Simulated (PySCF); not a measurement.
Species: C3H3NO.
SMILES with atom numbers: `[CH2:1]=[CH:2][N:3]=[C:4]=[O:5]`

Cartesian coordinates in Å at the PBE0-D3(BJ)/def2-SVP level; atoms count from 1:
```xyz
8
C3H3NO angstrom
C     -0.915   -0.402    0.889
C     -0.639    0.394   -0.150
N      0.570    0.468   -0.802
C      1.703    0.098   -0.931
O      2.816   -0.191   -1.143
H     -1.911   -0.382    1.334
H     -0.171   -1.080    1.313
H     -1.398    1.067   -0.560
```

Lines to be assigned: C 1s: 290.56 (area 1), 292.60 (area 1), 294.88 (area 1) eV; N 1s: 406.30 eV; O 1s: 539.35 eV.

Computed, not measured: delta-SCF UKS SCAN, pcX-2 on the ionised atom, pcseg-1 elsewhere, spin-free X2C (PySCF). The structure is a single PBE0-D3(BJ)/def2-SVP conformer in the gas phase; no vibrational or solvent corrections.

Question: Assign the C 1s lines to atoms.

Answer: 290.56 eV: C1 (terminal =CH2 carbon); 292.60 eV: C2 (vinylic carbon bearing nitrogen); 294.88 eV: C4 (isocyanate carbon). The listed C 1s values span 4.32 eV, from C1 (bonded to C (double bond) and 2 H) to C4 (bonded to O (double bond) and N (double bond)). Summing the Pauling electronegativity differences to the bonded atoms, each weighted by its formal bond order, gives -0.70 for the lowest site and +2.76 for the highest; no listed site has a larger sum than the highest.

Bonded neighbours of each site: C1: C (double bond) and 2 H; C2: N, C (double bond) and H; N3: C (double bond) and C; C4: O (double bond) and N (double bond); O5: C (double bond).

Question: What is the C 1s shift of C1 against C2?

Answer: 290.56 − 292.60 = -2.04 eV, or -197 kJ/mol.

Spin contamination (⟨S²⟩ against 0.75 for a pure doublet) is marked for C 1s of C4 (0.87), which makes this value less certain.
